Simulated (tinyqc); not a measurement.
Worked calculation: UHF in the sto-3g basis, for OH-, spin multiplicity 1. The basis has no diffuse functions, so it cannot describe the extra electron: this is an exercise in the method, not the real anion. This run ends on a higher stationary point, not on the lowest solution. One step of it, computed by the program tinyqc.

Problem. Iteration 1: building the Fock matrix. J_ij = sum D_kl (ij|kl) with D = D(alpha) + D(beta), K_ij = sum D_kl (ik|jl) for each spin; F = H + J - K(s); E = tr D H + tr D J / 2 - 0.5 sum_s tr D(s) K(s) + E_nn.

D(alpha) at the start, lower triangle:
```
            1O 1s     1O 2s    1O 2px    1O 2py     1O 2pz     2H 1s
1O 1s    1.019887
1O 2s   -0.100456  0.488897
1O 2px   0.000000  0.000000  1.000000
1O 2py   0.000000  0.000000  0.000000  1.000000
1O 2pz  -0.025710  0.103891  0.000000  0.000000   1.002202
2H 1s   -0.125822  0.438143  0.000000  0.000000  -0.211836  0.488914
```

D(beta) at the start, lower triangle:
```
            1O 1s      1O 2s    1O 2px    1O 2py    1O 2pz     2H 1s
1O 1s    1.043274
1O 2s   -0.195369   0.871153
1O 2px   0.000000   0.000000  1.000000
1O 2py   0.000000   0.000000  0.000000  1.000000
1O 2pz  -0.051368   0.186475  0.000000  0.000000  0.871536
2H 1s    0.125179  -0.489889  0.000000  0.000000  0.180693  0.373885
```

core Hamiltonian H = T + V (hartree), lower triangle:
```
             1O 1s      1O 2s     1O 2px     1O 2py     1O 2pz      2H 1s
1O 1s   -31.911381
1O 2s    -7.421185  -8.539912
1O 2px    0.000000   0.000000  -6.739135
1O 2py    0.000000   0.000000   0.000000  -6.739135
1O 2pz   -0.004454  -0.056213   0.000000   0.000000  -6.762249
2H 1s    -0.258538  -0.729849   0.000000   0.000000  -0.632291  -2.832989
```

Two-electron integrals (ij|kl) in chemists' order, unique and non-zero (hartree):
```
(11|11) 4.785065   (21|11) 0.741380   (21|21) 0.136873   (22|11) 1.118947
(22|21) 0.256633   (22|22) 0.817206   (31|31) 0.024477   (32|31) 0.037809
(32|32) 0.180518   (33|11) 1.115814   (33|21) 0.256684   (33|22) 0.817023
(33|33) 0.880159   (41|41) 0.024477   (42|41) 0.037809   (42|42) 0.180518
(43|43) 0.047444   (44|11) 1.115814   (44|21) 0.256684   (44|22) 0.817023
(44|33) 0.785270   (44|44) 0.880159   (51|51) 0.024477   (52|51) 0.037809
(52|52) 0.180518   (53|53) 0.047444   (54|54) 0.047444   (55|11) 1.115814
(55|21) 0.256684   (55|22) 0.817023   (55|33) 0.785270   (55|44) 0.785270
(55|55) 0.880159   (61|11) 0.025887   (61|21) 0.004743   (61|22) 0.008852
(61|33) 0.008840   (61|44) 0.008840   (61|51) 0.000204   (61|52) 0.000387
(61|55) 0.008878   (61|61) 0.000166   (62|11) 0.081447   (62|21) 0.018997
(62|22) 0.069646   (62|33) 0.068470   (62|44) 0.068470   (62|51) 0.001392
(62|52) 0.011980   (62|55) 0.071927   (62|61) 0.000671   (62|62) 0.008415
(63|31) 0.001742   (63|32) 0.011023   (63|53) 0.002362   (63|63) 0.001061
(64|41) 0.001742   (64|42) 0.011023   (64|54) 0.002362   (64|64) 0.001061
(65|11) 0.069476   (65|21) 0.016383   (65|22) 0.064193   (65|33) 0.061693
(65|44) 0.061693   (65|51) 0.002659   (65|52) 0.020316   (65|55) 0.069121
(65|61) 0.000595   (65|62) 0.009430   (65|65) 0.011489   (66|11) 0.295784
(66|21) 0.070003   (66|22) 0.294939   (66|33) 0.287855   (66|44) 0.287855
(66|51) 0.004401   (66|52) 0.054604   (66|55) 0.309007   (66|61) 0.002468
(66|62) 0.051312   (66|65) 0.066795   (66|66) 0.774606
```

nuclear repulsion = 2.36900822 hartree

Give: Coulomb J; exchange K(alpha); exchange K(beta); F(alpha); F(beta); total energy of this density.

Solution.

Coulomb J (hartree), lower triangle:
```
          1O 1s   1O 2s  1O 2px  1O 2py  1O 2pz   2H 1s
1O 1s   17.7520
1O 2s    3.3627  8.3104
1O 2px   0.0000  0.0000  8.3011
1O 2py   0.0000  0.0000  0.0000  8.3011
1O 2pz   0.0217  0.1436  0.0000  0.0000  8.3065
2H 1s    0.1169  0.7097  0.0000  0.0000  0.6646  3.3903
```

exchange K(alpha) (hartree), lower triangle:
```
          1O 1s   1O 2s  1O 2px  1O 2py  1O 2pz   2H 1s
1O 1s    4.8693
1O 2s    0.8703  1.0848
1O 2px   0.0000  0.0000  1.0895
1O 2py   0.0000  0.0000  0.0000  1.0895
1O 2pz  -0.0023  0.1123  0.0000  0.0000  1.0761
2H 1s    0.0271  0.2215  0.0000  0.0000  0.0814  0.4145
```

exchange K(beta) (hartree), lower triangle:
```
          1O 1s   1O 2s  1O 2px  1O 2py  1O 2pz   2H 1s
1O 1s    4.8939
1O 2s    0.8580  1.2168
1O 2px   0.0000  0.0000  1.1279
1O 2py   0.0000  0.0000  0.0000  1.1279
1O 2pz  -0.0008  0.1560  0.0000  0.0000  1.0400
2H 1s    0.0365  0.0043  0.0000  0.0000  0.1440  0.2869
```

F(alpha) (hartree), lower triangle:
```
           1O 1s    1O 2s  1O 2px  1O 2py   1O 2pz   2H 1s
1O 1s   -19.0287
1O 2s    -4.9287  -1.3143
1O 2px    0.0000   0.0000  0.4724
1O 2py    0.0000   0.0000  0.0000  0.4724
1O 2pz    0.0195  -0.0249  0.0000  0.0000   0.4682
2H 1s    -0.1688  -0.2416  0.0000  0.0000  -0.0491  0.1428
```

F(beta) (hartree), lower triangle:
```
           1O 1s    1O 2s  1O 2px  1O 2py   1O 2pz   2H 1s
1O 1s   -19.0534
1O 2s    -4.9164  -1.4463
1O 2px    0.0000   0.0000  0.4341
1O 2py    0.0000   0.0000  0.0000  0.4341
1O 2pz    0.0181  -0.0686  0.0000  0.0000   0.5043
2H 1s    -0.1782  -0.0244  0.0000  0.0000  -0.1117  0.2704
```

total energy of this density = -72.969610 hartree
